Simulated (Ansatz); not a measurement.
Born–Oppenheimer molecular dynamics of H₄Si (5 atoms, charge 0, multiplicity 1). It starts at the highest image of a converged band, a first-order saddle point between two minima.

Theory: RKS revPBE-D4/def2-SVP in Ansatz.

```json
{
 "ensemble": "NVE (velocity Verlet)",
 "time step": "0.5 fs",
 "steps asked": "200",
 "starting velocities drawn for": "300 K",
 "seed": "10406"
}
```

First frame:

```xyz
5
Properties=species:S:1:pos:R:3
Si 0.245 0.000 -0.509
H 0.570 0.000 1.141
H 1.483 0.000 0.427
H -0.546 1.221 -0.102
H -0.546 -1.221 -0.102
```

How far do the bonds stretch over the last three quarters of this one trajectory? (Pairs bonded in most of those frames.)


```tsv
bond	mean (Å)	spread (Å)	shortest	longest
Si1–H4	1.543	0.015	1.52	1.58
Si1–H5	1.545	0.025	1.50	1.59
H2–H3	0.857	0.061	0.77	1.00
```

Pairs bonded in part of these frames only: Si1–H2 17 %, Si1–H3 36 %, H2–H3 75 %.

Mean temperature of the second half: 314 K. The conserved energy stayed within 0.096 meV per atom of its start (net change -0.031 meV per atom), so the integration is sound. A run of 0.1 ps of so small a system gives no equilibrium averages. The orbitals stay closed-shell, which can raise the energy where a bond breaks towards radicals; this wasn't checked here.

The run took 110 s on 1 thread of Intel(R) Xeon(R) Platinum 8259CL CPU @ 2.50GHz (Skylake/Cascade Lake) (shared host), peak memory 0.1 GiB.
